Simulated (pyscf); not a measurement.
Thermochemistry of product channels of F–CH=CH–F + H atom (H•) on the doublet surface, in kJ/mol, from CCSD(T)/def2-TZVPP + ΔMP2(QZVPP) energies (ideal gas, 1 atm, RRHO with modes under 100 cm⁻¹ raised to 100, one conformer, R ln 2 for rigid chiral ones). PySCF, gas phase, ωB97X-D3(BJ)/def2-SVP geometries. MP2 and CC: frozen core, UHF for open shells. ΔMP2 is the change of the MP2 total energy from the triple- to the quadruple-zeta basis.

| products | ΔE | ΔH(298 K) | ΔG(298 K) | ΔG(900 K) |
|---|---|---|---|---|
| hydrogen fluoride (HF) + •HC=CH–F | -70.7 | -61.9 | -76.6 | -104.5 |
| F–CH•–CH₂–F | -184.5 | -162.2 | -135.9 | -78.4 |

These are energies of the channels, which say nothing of barriers. F–CH=CH–F lies 46.1 kJ/mol over its isomer H₂C=C(F)–F, and others may lie lower still (electronic energy, ωB97M-D3(BJ)). F–CH•–CH₂–F lies 47.6 kJ/mol over its isomer H₃C–C•(F)–F, and others may lie lower still (electronic energy, ωB97M-D3(BJ)). The CCSD(T) − MP2 part came from Ansatz, without density fitting, on the same reference. A UHF reference is spin-contaminated (<S²> up to 0.95), which harms MP2 most.
